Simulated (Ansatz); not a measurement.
```yaml
crystal:
  periodic: [false, false, false]
  atoms:
    - {symbol: Al, position_ang: [-0.635580, 1.223837, -0.130395]}
    - {symbol: Si, position_ang: [0.497862, -0.636920, -1.045769]}
    - {symbol: Si, position_ang: [0.137718, -0.586917, 1.176164]}
basis:
  gaussian: {orbitals: aug-cc-pVDZ, nuclear_model: gaussian}
total_charge: 1
magnetization: {spin_polarized: true, initial_magnetization: 2}
hamiltonian: {xc: {name: rPW86-PBE}, dispersion: d4}
output: {forces: true}
```

```sh
$ ansatz run in.yaml --threads 4 --pin off --events-out ev --progress --plain --max-ram 3916MiB
```

It prints (some lines left out):

```
Functional definition: rPW86-PBE
954 factors; their error is unknown
mean field evaluation 1: about -22356.1710 eV, gradient 2.8e1 eV
mean field evaluation 2: about -22313.6546 eV, gradient 6.3e1 eV
mean field evaluation 4: about -22362.2273 eV, gradient 1.5e1 eV
mean field evaluation 8: about -22364.8541 eV, gradient 6.1e-1 eV
mean field evaluation 16: about -22364.7767 eV, gradient 3.7e-3 eV
mean field evaluation 32: about -22364.7767 eV, gradient 7.6e-6 eV
mean field evaluation 64: about -22364.7762 eV, gradient 9.0e-2 eV
mean field evaluation 96: about -22364.2974 eV, gradient 1.2e0 eV
mean field evaluation 128: about -22364.3714 eV, gradient 1.5e-1 eV
mean field -22364.77668572 eV, -821.8903838102 hartree, gradient 7.6e-6 eV, S^2 2.007517; 12 other end points of the search recorded, 0 dependent functions left out
reference -22364.77678276 eV, -821.8903873761 hartree; 21, 19 occupied and 60, 62 virtual orbitals, 954 factors
Total energy: -22364.92011404 eV, -821.8956547038 hartree
Atom 0 at    -0.635580     1.223837    -0.130395 Å, force    -1.247586     2.402489    -0.256694 eV/Å
Atom 1 at     0.497862    -0.636920    -1.045769 Å, force     0.567479    -1.192876     0.473817 eV/Å
Atom 2 at     0.137718    -0.586917     1.176164 Å, force     0.680107    -1.209613    -0.217123 eV/Å
Dipole moment:    -0.074046     0.142590    -0.015230 e Å
```

It took 28 s on 4 threads of Arm Neoverse V1 on a shared host.

The dipole of an ion depends on the origin.
